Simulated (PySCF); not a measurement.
1-Chloro-1,1-Difluoroethane, C2H3ClF2, SMILES CC(F)(F)Cl, point group Cs.

Force field and properties: PBE0/pcSseg-1 (PySCF, grid level 2). Vibrational terms come from second-order perturbation theory with semi-diagonal cubic constants, by steps of ±0.6 along the normal coordinates of each isotopologue. The parent has the commonest isotopes.

Equilibrium geometry (Å):

| atom | x | y | z |
| --- | --- | --- | --- |
| C1 | -0.7807 | 0.0236 | 0.2211 |
| C2 | 0.6297 | 0.0029 | -0.2820 |
| F3 | 0.7983 | -0.9596 | -1.2039 |
| F4 | 0.9488 | 1.1686 | -0.8685 |
| Cl5 | 1.8135 | -0.2881 | 1.0320 |
| H6 | -1.4437 | 0.2062 | -0.6304 |
| H7 | -0.9021 | 0.8215 | 0.9565 |
| H8 | -1.0276 | -0.9374 | 0.6769 |

(1) Give the equilibrium and ground-state rotational constants (MHz) of parent; ¹³C at 2; ³⁷Cl at 5; ¹³C at 2, ²H at 7.

(2) How is the parent's vibrational correction B0 − Be made up?

(3) And its quartic centrifugal distortion constants from the harmonic force field?

A mode lies under 250 cm⁻¹, where this perturbation treatment is rough. Internal rotors are held in one well.

Results:

(1) 
```
          species      Ae      Be      Ce      A0      B0      C0  Δ0 (u Å²)  harmonic ZPE (cm⁻¹)
           parent  5269.5  3224.9    3143  5232.7  3207.3  3123.4    -92.351                11176
         ¹³C at 2  5269.4  3221.9  3140.2  5233.1  3204.6  3120.9    -92.341                11121
        ³⁷Cl at 5  5269.2  3146.7  3068.7  5232.4  3129.7  3049.7    -92.351                11169
¹³C at 2, ²H at 7  5028.2  3205.4  3052.3  4994.4  3188.2  3033.7    -93.119                10413
```

Δ0 = Ic − Ia − Ib from the ground-state constants.

(2) 
```tsv
axis	harmonic	Coriolis	cubic	total (MHz)
a	6.94	-2.18	-41.6	-36.8
b	3.3	-1.26	-19.6	-17.6
c	3.06	-0.751	-21.9	-19.6
```

(3) Asymmetric top, A reduction, Ir representation: ΔJ = 0.539 kHz, ΔJK = 1.72 kHz, ΔK = -1.02 kHz, δJ = 0.0137 kHz, δK = -0.516 kHz.
